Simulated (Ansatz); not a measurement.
Program: Ansatz. Geometries: PBE0-D4/def2-TZVP. ΔE: electronic, gas phase. CCSD(T)/CBS is the MP2 limit (def2-TZVPP, def2-QZVPP) plus CCSD(T) − MP2 in def2-TZVPP, frozen cores. This one scheme is used for every species. Functionals use def2-TZVPP. Each species was taken in one conformer, which may not be the lowest.

Consider the substitution at a C–Cl bond: `N=C(Cl)C=O` + H–F → `N=C(F)C=O` + HCl.

**Question.** Is it downhill or uphill in electronic energy at CCSD(T)/CBS, and by how much? (Estimate.)

**Answer.** Ansatz gave: Uphill: ΔE = +8.8 kJ/mol.

**Question.** What do these levels give: LDA (SPW92), r2SCAN-D4, r2SCANh-D4, BHLYP-D4, ωB97M-V, PBE0, r2SCAN0, BHLYP, CCSD/def2-SVP, MP2/def2-TZVPP, SCS-MP2/def2-TZVPP, CCSD/def2-TZVPP? (An estimate is asked.)

**Answer.** Ansatz gave: LDA (SPW92) -0.9, r2SCAN-D4 -1.8, r2SCANh-D4 -1.9, BHLYP-D4 -5.7, ωB97M-V -4.4, PBE0 -1.7, r2SCAN0 -3.2, BHLYP -11.1, CCSD/def2-SVP -18.3, MP2/def2-TZVPP 13.0, SCS-MP2/def2-TZVPP 5.6, CCSD/def2-TZVPP -2.5 kJ/mol.

Largest T1 diagnostic among the species: 0.015.

From BLYP to BHLYP (50 % exact exchange), in def2-TZVPP and without D4, ΔE moves by −5.3 kJ/mol. The D4 term adds +6.4 kJ/mol with B3LYP and +3.3 kJ/mol with PBE0; it sums over pairs of atoms, weighted by their polarisabilities, and B3LYP, whose exchange is more repulsive, gets the larger term. Leaving LDA and LC-ωPBE aside and taking each functional with its dispersion term where it has one, the values, not all of them listed here, spread over 17.9 kJ/mol, from CAM-B3LYP-D4 to revPBE-D4.

B3LYP here is the variant with VWN-RPA as its local correlation; programs differ in this.
